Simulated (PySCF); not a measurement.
[PySCF 2.14: PBE0/pcSseg-1 with gauge-including orbitals; coordinates at the GFN2-xTB level; relativity neglected; in vacuum; one conformer; rapidly exchanging positions averaged]

Shifts are taken against calculated references (same method and geometry level): ¹H and ¹³C against TMS. Shifts are as computed. Against solution values, carbons near 30 ppm lie about +3 ppm off and those near 130 ppm about +5 ppm; carbons on Cl a further +6 ppm. Of 1211 compounds with measured shifts, 218 miss one by over three times the rms of a fit or turn the order of signals round; such compounds aren't used in these exercises. Carbons bonded to Cl come out too deshielded.

Q: Order these molecules by the shift of their most shielded carbon-bound hydrogen, lowest δ first.
A. Cc1cccc(C(F)(F)F)p1
B. C#CCCl
C. N#CC1=C[SiH2][C@@]1(F)C#N
D. N#CCCCl

A: B (2.11 ppm, hydrogen on a terminal alkyne carbon), D (2.56 ppm, hydrogen on an sp3 CH2 α to a nitrile), A (2.99 ppm, hydrogen on a methyl carbon on an aromatic ring), C (7.51 ppm, hydrogen on an alkene CH).

Q: Order these molecules by the shift of their most deshielded carbon, lowest δ first.
A. Cc1cccc(C(F)(F)F)p1
B. C#CCCl
C. N#CC1=C[SiH2][C@@]1(F)C#N
D. N#CCCCl

A: B (84.5 ppm, terminal alkyne carbon), D (120.3 ppm, nitrile carbon), C (168.0 ppm, alkene CH), A (181.1 ppm, substituted aromatic carbon).

Q: How many ¹³C and ¹H signals does each give (equivalence by symmetry and fast rotation, but not about amide C–N or C=N bonds)? `N#CC1=C[SiH2][C@@]1(F)C#N`, `N#CCCCl`, `C#CCCl`, `Cc1cccc(C(F)(F)F)p1`

A: N#CC1=C[SiH2][C@@]1(F)C#N: 5 C, 3 H; N#CCCCl: 3 C, 2 H; C#CCCl: 3 C, 2 H; Cc1cccc(C(F)(F)F)p1: 7 C, 4 H.
